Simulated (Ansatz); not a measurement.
One change: `CC(F)CF` becomes `FCC(F)CF`.

Ansatz, PBE0-D4/def2-TZVP geometries, multiplicity 1. Each molecule was computed in one conformer, which needn't be the lowest.

| property | `CC(F)CF` |
| --- | --- |
| size of the dipole moment (PBE/def2-TZVPP) / D | 2.71 |
| HOMO–LUMO gap (B3LYP/def2-TZVPP) / eV | 9.86 |
| HOMO energy (PBE/def2-TZVPP) / eV | -7.55 |
| size of the dipole moment (ωB97M-V/def2-TZVPP) / D | 2.89 |
| LUMO energy (PBE/def2-TZVPP) / eV | 0.37 |
| size of the dipole moment (B3LYP/def2-TZVPP) / D | 2.90 |

**Question.** Give the same properties after the change, and the shifts. (Estimate.)

**Answer.** Computed: 
```tsv
property	`FCC(F)CF`	shift
size of the dipole moment (PBE/def2-TZVPP) / D	2.55	-0.16
HOMO–LUMO gap (B3LYP/def2-TZVPP) / eV	9.94	0.08
HOMO energy (PBE/def2-TZVPP) / eV	-7.72	-0.17
size of the dipole moment (ωB97M-V/def2-TZVPP) / D	2.74	-0.15
LUMO energy (PBE/def2-TZVPP) / eV	0.18	-0.19
size of the dipole moment (B3LYP/def2-TZVPP) / D	2.75	-0.15
```

With PBE0 the HOMO falls by 0.22 eV and the LUMO falls by 0.11 eV, so the gap widens by about 0.11 eV. PBE moves the HOMO by -0.17 eV and ωB97M-V by -0.22 eV. Dipoles are sizes alone; their direction can turn.

B3LYP here is the variant with VWN-RPA as its local correlation; programs differ in this.
